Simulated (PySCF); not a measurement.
# Orbital energies and ionisation energy

Species: CH₂F₂.
Geometry (PBE0-D3(BJ)/def2-TZVP, Å), atoms numbered from 1 in this order:
```xyz
5
CH2F2 angstrom
F     -1.0401    0.8887   -0.0246
C      0.0429    0.0816    0.0190
F      1.1541    0.8494    0.0146
H      0.0155   -0.4933    0.9487
H      0.0474   -0.5491   -0.8742
```

The species is `FCF` (CH2F2).

Level: wB97X-D/aug-cc-pVTZ (PySCF). Frontier orbitals with their largest atomic shares (Löwdin; up to four atoms above 4 %):

```tsv
orbital	ε (eV)	main atoms
HOMO−3	-14.26	F1 44 %, F3 44 %, C2 10 %
HOMO−2	-13.88	F3 37 %, F1 36 %, C2 16 %, H4 5 %
HOMO−1	-13.66	F1 46 %, F3 45 %, C2 9 %
HOMO	-11.91	?
LUMO	0.85	H4 47 %, H5 47 %, C2 5 %
LUMO+1	1.25	H5 35 %, H4 35 %, C2 29 %
LUMO+2	2.04	C2 86 %, F3 4 %, F1 4 %
```

What vertical ionisation energy does ΔSCF give, and how far is −ε(HOMO) from it?

ΔSCF: 13.02 eV (1256 kJ/mol; threshold wavelength 95.2 nm); ⟨S²⟩ of the doublet left behind is 0.754, against 0.75 for a pure doublet. −ε(HOMO) is 11.91 eV, 1.11 eV below it. In exact Kohn–Sham theory the two would be equal; wB97X-D (range-separated hybrid) falls short of its own ΔSCF value by 9 %.

On which atoms does the HOMO lie?

C2 (CF2 carbon) 32 %, F1 (fluorine of a CF2 group) 25 %, F3 (fluorine of a CF2 group) 25 %, H5 (methylene hydrogen) 10 %, so no atom holds as much as 40 %. The HOMO−1 lies 1.75 eV lower.

Shift the occupied levels rigidly so that −ε(HOMO) equals the ΔSCF value. What binding energies result?

The shift is +1.11 eV: HOMO 13.02, HOMO−1 14.77, HOMO−2 14.99, HOMO−3 15.37 eV. A rigid shift is only a rough guide to the deeper ionisations.

What kinetic energy would electrons from this vertical process carry with 118.2 nm light (10.49 eV)?

The photon is 2.53 eV short of the vertical value.

How many of the 10 lowest singlet excitations (vertical TDDFT, same level) lie below the ionisation energy?

All 10; they run from 8.94 to 11.62 eV.

Isolated species at its PBE0-D3(BJ)/def2-TZVP geometry, gas phase.

The run behind these numbers computed excited states and ΔSCF ions as well. The run took 24 s of wall time on one thread, Arm Neoverse N1 (aarch64), shared host with 64 logical CPUs at a one-minute load of 56, and the process peaked at 0.61 GiB of memory.
